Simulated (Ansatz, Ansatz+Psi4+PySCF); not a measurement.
```xyz
2

S     0.0000    0.0000    0.9601
S     0.0000    0.0000   -4.8006
```

Basis set: cc-pV(T+d)Z (spherical functions). Frozen core: 10 orbitals. Correlation on ROHF uses semicanonical orbitals with singles. Charge 0, multiplicity 3.

Computed with Ansatz (development build ahead of 0.2.0); each method stands on the lowest determinant of its kind that the runs found.

Give the atomization energy at this shape (free ground-state atoms in the same class of orbitals less the molecule, no zero-point energy) of triplet S2 in separate pieces by UHF-CCSD(T), UHF-CCSD, UHF-MP2, ROHF-MP2, ROHF, UHF.

```tsv
method	atomization energy
UHF-CCSD(T)	-9.11 kcal/mol
UHF-CCSD	-10.70 kcal/mol
UHF-MP2	-14.42 kcal/mol
ROHF-MP2	-42.64 kcal/mol
ROHF	-49.10 kcal/mol
UHF	-10.68 kcal/mol
```

Caution: the determinant breaks the point group. Caution for UHF-CCSD(T), UHF-MP2, ROHF-MP2: another reference gives a lower total. Caution for UHF-CCSD(T), UHF-CCSD: the program doubts this total. Caution for UHF-CCSD(T), UHF-CCSD, UHF-MP2, UHF: the unrestricted determinant is a mixture of spin states. Caution for ROHF-MP2, ROHF: an unrestricted determinant lies well below; the molecule lies well above its atoms at this level. Caution for ROHF-MP2: bonds are stretched, where a single reference can fail.
